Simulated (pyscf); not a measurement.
Structures and frequencies: ωB97X-D3(BJ)/def2-SVP in PySCF. Correlated levels are frozen-core, on RHF or UHF. ΔMP2 is the change of the MP2 total energy from the triple- to the quadruple-zeta basis.

Q: PBE/def2-TZVP puts the barrier of hydroxymethyl (•H₂C–OH) → formaldehyde (H₂C=O) + H atom (H•) (bond scission; doublet surface; H–O broken, none formed) at 157.7 kJ/mol and the reaction energy at +143.3 kJ/mol, from the reactant's lowest minimum found. What do r²SCAN/def2-TZVP, B3LYP-D3(BJ)/def2-TZVP, CCSD(T)/def2-TZVPP + ΔMP2(QZVPP) give on the same structures?

A: r²SCAN: ΔE‡ = 170.5 kJ/mol, ΔE = +162.5 kJ/mol; B3LYP-D3(BJ): ΔE‡ = 170.7 kJ/mol, ΔE = +151.8 kJ/mol; CCSD(T): ΔE‡ = 192.0 kJ/mol, ΔE = +147.9 kJ/mol. PBE's barrier lies under all of them, by 12.9 to 34.4 kJ/mol. Its reaction energy lies under all of them, by 4.6 to 19.2 kJ/mol. One saddle was located; it need not be the lowest between these sides. The CCSD(T) − MP2 part came from Ansatz, without density fitting, on the same reference. A UHF reference is spin-contaminated (<S²> up to 0.95), which harms MP2 most.
